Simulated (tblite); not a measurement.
Compound: C3H7S (doublet state).
Bonds: C1–C2, C2–C3, C2–S4. Hydrogens: H5, H6, H7 on C1; H8, H9, H10 on C3; H11 on S4.

Computed with GFN2-xTB (tblite), gas phase: L-BFGS steps from a force-field or distance-geometry start until the largest atomic force falls under 0.01 eV/Å.

Step 62: E = -358.3399 eV
```
atom  x, y, z in Å  |  force x, y, z in eV/Å
C1      0.8691   -0.9029   -0.1371    0.018  -0.034   0.003
C2      0.0517    0.3296    0.0217    0.032  -0.005   0.006
C3     -1.3863    0.2395    0.3798    0.025  -0.005   0.012
S4      0.6013    1.8412   -0.6365    0.052  -0.020  -0.009
H5      1.1614   -1.2965    0.8434   -0.024  -0.007  -0.034
H6      0.3063   -1.6932   -0.6442   -0.008   0.051   0.018
H7      1.7774   -0.7121   -0.7070   -0.018  -0.016   0.031
H8     -1.7800    1.2275    0.6095   -0.029  -0.014  -0.015
H9     -1.5192   -0.4047    1.2505    0.015  -0.007   0.001
H10    -1.9842   -0.1883   -0.4335   -0.017   0.012  -0.002
H11     1.9081    1.5624   -0.5726   -0.045   0.046  -0.012
```

Step 63: E = -358.3409 eV
```
atom  x, y, z in Å  |  force x, y, z in eV/Å
C1      0.8674   -0.9030   -0.1365    0.062  -0.091   0.007
C2      0.0524    0.3311    0.0230    0.063  -0.029  -0.013
C3     -1.3832    0.2417    0.3874    0.020  -0.014   0.017
S4      0.5909    1.8346   -0.6631    0.078  -0.036  -0.002
H5      1.1186   -1.3203    0.8476   -0.035   0.014  -0.097
H6      0.3269   -1.6854   -0.6856    0.006   0.133   0.061
H7      1.7994   -0.7021   -0.6665   -0.060  -0.027   0.063
H8     -1.7726    1.2301    0.6220   -0.050  -0.017  -0.032
H9     -1.5125   -0.4031    1.2576    0.015  -0.019   0.012
H10    -1.9825   -0.1870   -0.4245   -0.036   0.030   0.005
H11     1.9006    1.5661   -0.5874   -0.064   0.055  -0.021
```

Step 64: E = -358.3422 eV
```
atom  x, y, z in Å  |  force x, y, z in eV/Å
C1      0.8637   -0.9048   -0.1350    0.067  -0.089   0.026
C2      0.0574    0.3352    0.0297    0.080  -0.045  -0.041
C3     -1.3779    0.2433    0.3918    0.009  -0.024   0.020
S4      0.5825    1.8297   -0.6880    0.106  -0.061   0.014
H5      1.0930   -1.3376    0.8470   -0.029   0.021  -0.078
H6      0.3317   -1.6790   -0.7037   -0.026   0.148   0.051
H7      1.8053   -0.7054   -0.6450   -0.014  -0.006   0.045
H8     -1.7698    1.2298    0.6291   -0.061  -0.010  -0.044
H9     -1.5053   -0.4032    1.2602    0.008  -0.031   0.027
H10    -1.9719   -0.1881   -0.4224   -0.056   0.044   0.011
H11     1.8967    1.5829   -0.5897   -0.085   0.052  -0.030
```

Step 65: E = -358.3422 eV
```
atom  x, y, z in Å  |  force x, y, z in eV/Å
C1      0.8598   -0.9039   -0.1288    0.190  -0.219   0.031
C2      0.0666    0.3436    0.0418    0.106  -0.091  -0.059
C3     -1.3672    0.2447    0.4054   -0.024  -0.030   0.012
S4      0.5685    1.8287   -0.7134    0.005  -0.055   0.001
H5      1.0035   -1.3877    0.8544   -0.034   0.121  -0.327
H6      0.3588   -1.6477   -0.7784    0.086   0.315   0.200
H7      1.8459   -0.6954   -0.5601   -0.208  -0.075   0.143
H8     -1.7667    1.2264    0.6469   -0.066   0.009  -0.060
H9     -1.4899   -0.4042    1.2715    0.006  -0.050   0.047
H10    -1.9549   -0.1913   -0.4113   -0.075   0.061   0.026
H11     1.8810    1.5894   -0.6539    0.016   0.014  -0.014
```

Question: Estimate the geometry and energy of step 66. (The exact step hangs on the optimiser's Hessian estimate; all steps are aligned on step 65, rigid shifts and turns removed.)

Answer: E = -358.3459 eV, largest force 0.120 eV/Å
```
atom  x, y, z in Å  |  force x, y, z in eV/Å
C1      0.8583   -0.9048   -0.1261    0.061  -0.008   0.016
C2      0.0738    0.3478    0.0482    0.031  -0.083  -0.006
C3     -1.3641    0.2419    0.3987   -0.043  -0.024  -0.004
S4      0.5787    1.8386   -0.6880   -0.096   0.022  -0.040
H5      1.0331   -1.3719    0.8477   -0.002  -0.001   0.000
H6      0.3289   -1.6444   -0.7368   -0.055   0.081  -0.010
H7      1.8220   -0.7174   -0.5912    0.067   0.026   0.007
H8     -1.7803    1.2183    0.6340   -0.020   0.019  -0.043
H9     -1.4892   -0.4088    1.2635   -0.003  -0.042   0.040
H10    -1.9425   -0.1970   -0.4239   -0.054   0.043   0.032
H11     1.8868    1.6003   -0.6522    0.115  -0.033   0.008
```

The energy changes by -0.0037 eV. The first-order estimate −F·Δx gives -0.0116 eV and the mean of the old and new forces, exact on a quadratic surface, -0.0041 eV. The step makes an angle of 79° with the force vector and moves no atom by more than 0.051 Å.

The cost below is that of the whole relaxation. Time: 0.25 s of wall time. Hardware: one thread of an Arm Neoverse V2, shared host.
